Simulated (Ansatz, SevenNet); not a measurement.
For rock-salt KCl, the machine-learned potential SevenNet-0 (trained on PBE and PBE+U data) gives:

| Quantity | Value |
|---|---|
| lattice constant a | 6.372 Å |
| elastic constant C11 | 33.1 GPa |
| elastic constant C44 | 4.2 GPa |
| Voigt–Reuss–Hill shear modulus | 7.1 GPa |

Task: What does PBE0 (Ansatz, a first-principles code, plane waves, PAW) give for the same quantities?

Result: 
- lattice constant a: 6.341 Å (drops by 0.5 %)
- elastic constant C11: 38.9 GPa (goes up by 18 %)
- elastic constant C44: 6.8 GPa (goes up by 62 %)
- Voigt–Reuss–Hill shear modulus: 9.7 GPa (increases by 37 %)

For comparison: lattice constant a 6.248 Å (measured, low temperature, no zero-point or thermal correction; as tabulated in Doll and Stoll (1997), arXiv:cond-mat/9707218); elastic constant C44 6.6 GPa (measured, 4 K, no zero-point or thermal correction; as tabulated in Harker's crystal data pages).

Changes are worked out from the printed values.

Unless a cell is named, each level is at its own relaxed cell (SevenNet-0 32.34, PBE0 31.88 Å³/atom).

Ansatz's density-functional and Hartree–Fock values are scalar-relativistic unless marked +SOC, with PAW data made under PBE.
